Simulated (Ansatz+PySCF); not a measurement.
A calculation with PySCF 2.14.0.

```python
from pyscf import gto, scf, cc

mol = gto.M(atom="""
H 0.000000 0.000000 0.000000
B 0.572070 0.762760 1.651430
""", basis='6-31g', charge=1, spin=1)
mf = scf.UHF(mol)
mf.kernel()
mycc = cc.CCSD(mf, frozen=1).run()
et = mycc.ccsd_t()
print(mf.e_tot, mycc.e_corr, et, mycc.e_tot + et)
```

The script is written out from the run's settings.

The run gave:

| Item | Value |
| --- | --- |
| Converged | yes |
| Reference energy | -24.74827 hartree |
| CCSD correlation energy | -0.05082 hartree |
| Triples correction | -0.00025 hartree |
| Total energy | -24.79934 hartree |
| Spin squared of the determinant | 0.891 |

Caution: large amplitudes, a single reference is doubtful; the unrestricted determinant is spin contaminated.
